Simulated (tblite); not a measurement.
Start geometry of `CSC/P=C/C` from a force field or distance geometry (Å):
```
atom  x, y, z in Å
C1    -2.7076    0.0855    0.2570
C2    -1.2867   -0.2977    0.2438
P3    -0.5938   -0.6710   -1.2142
C4     1.1454   -1.1613   -1.4386
S5     1.9833   -1.3575    0.1713
C6     2.0985    0.2958    0.8940
H7    -3.2596   -0.5300   -0.5011
H8    -3.2153   -0.0656    1.2349
H9    -2.8503    1.1824    0.0265
H10   -0.7104   -0.3494    1.1727
H11    1.2781   -2.1531   -1.9677
H12    1.7415   -0.4327   -2.0427
H13    1.7077    1.1085    0.2336
H14    3.1812    0.5174    1.0950
H15    1.4834    0.3310    1.8135
```

**Question.** What comes out of this run: tblite 0.8.0, GFN2-xTB geometry optimisation, gas phase?

**Answer.** 
```
atom  x, y, z in Å
C1    -2.728    0.025    0.164
C2    -1.365   -0.527   -0.058
P3    -0.414   -0.139   -1.377
C4     1.105   -1.192   -1.027
S5     1.729   -1.161    0.679
C6     2.209    0.583    0.761
H7    -3.024    0.690   -0.644
H8    -3.454   -0.787    0.235
H9    -2.767    0.575    1.105
H10   -0.990   -1.195    0.710
H11    0.870   -2.236   -1.240
H12    1.916   -0.879   -1.688
H13    1.328    1.203    0.610
H14    2.957    0.789   -0.001
H15    2.625    0.754    1.748
```

The energy falls by 0.926 eV over 140 L-BFGS steps, the largest force on an atom goes from 3.40 to 0.008 eV/Å, and the atoms move by 0.855 Å rms after alignment. The bond that changes most is P3–C4 (ends: phosphorus bonded to 2 C; sp3 carbon bound to sulfur), which lengthens by 0.061 Å. Bonds longer at the end by more than 0.005 Å: 3 of 14; shorter: 10. Among the angles that change most is C2–P3–C4, from 124.6° to 100.5°. Among the dihedrals that turn most is C4–S5–C6–H15, from 115° to -179°. Rotational constants go from 3996, 1299, 1078 to 3805, 1272, 1165 MHz. The orientation of the end geometry is arbitrary; only internal coordinates are fixed.

Its GFN2-xTB frequencies are all real (lowest 35 cm⁻¹). One conformer, not necessarily the lowest.

These are computed values.
